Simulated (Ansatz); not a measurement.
C4H7Cl can be A, `C[C@H]1C[C@@H]1Cl`, or B, `C/C=C(\C)Cl`.

Isolated molecules relaxed with PBE0-D4/def2-TZVP in Ansatz; ΔE leaves out vibrations. CBS: MP2 limit from def2 TZ/QZ plus the TZ coupled-cluster correction, frozen cores. Functionals use def2-TZVPP. B3LYP here is the variant with VWN-RPA as its local correlation; programs differ in this.

Question: Which isomer does CCSD(T)/CBS put lower? Give the gap. (Best estimate.)

Answer: Ansatz gave: B, by 42.5 kJ/mol.

Question: Give E(B) − E(A) in kJ/mol with B3LYP, r2SCAN-D4, MP2/def2-TZVPP, PBE-D4, CCSD(T)/def2-TZVPP, LDA (SPW92), HF/def2-TZVPP. (Best estimate.)

Answer: Ansatz gave: B3LYP -49.8, r2SCAN-D4 -39.1, MP2/def2-TZVPP -33.7, PBE-D4 -39.4, CCSD(T)/def2-TZVPP -40.9, LDA (SPW92) -29.4, HF/def2-TZVPP -43.6. None reverses the order clearly.

Question: Does the order hold for the free energy at 298.15 K (harmonic terms from PBE0-D4)? (Estimate.)

Answer: The calculation gave: Yes: G(B) − G(A) = -48.8 kJ/mol.

Largest T1 diagnostic: 0.010.

From r2SCAN to r2SCAN0 (25 % exact exchange), in def2-TZVPP and without D4, E(B) − E(A) moves by +7.5 kJ/mol. At CCSD(T), def2-SVP lies +6.1 kJ/mol from the extrapolated value and def2-TZVPP +1.6 kJ/mol.
